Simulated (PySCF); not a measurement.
Stepwise substitution at one centre (Al F-NH2). Isolated molecules, 0 K electronic values unless said otherwise. Strings in code marks are SMILES.

Quantity: redistribution energy (mixed species minus the weighted end members), in kcal/mol.

Level 1: B3LYP-D3(BJ)/def2-TZVP (PySCF)
Level 2: PBE-D3(BJ)/def2-TZVP // B3LYP-D3(BJ)/def2-TZVP (PySCF)
Level 3: BP86/6-31G* // B3LYP-D3(BJ)/def2-TZVP (PySCF)
Level 4: HF/6-31G* // B3LYP-D3(BJ)/def2-TZVP (PySCF)

```tsv
species	level 2	level 3	level 4
2 of 3 F replaced by NH2: `[Al]([F])([NH2])[NH2]`	-3.55	-4.00	-4.03
1 of 3 F replaced by NH2: `[NH2][Al]([F])[F]`	-3.90	-4.29	-4.24
```

Task: What does level 1 give for each?

Result: 
- 2 of 3 F replaced by NH2: `[Al]([F])([NH2])[NH2]`: -3.65
- 1 of 3 F replaced by NH2: `[NH2][Al]([F])[F]`: -3.98
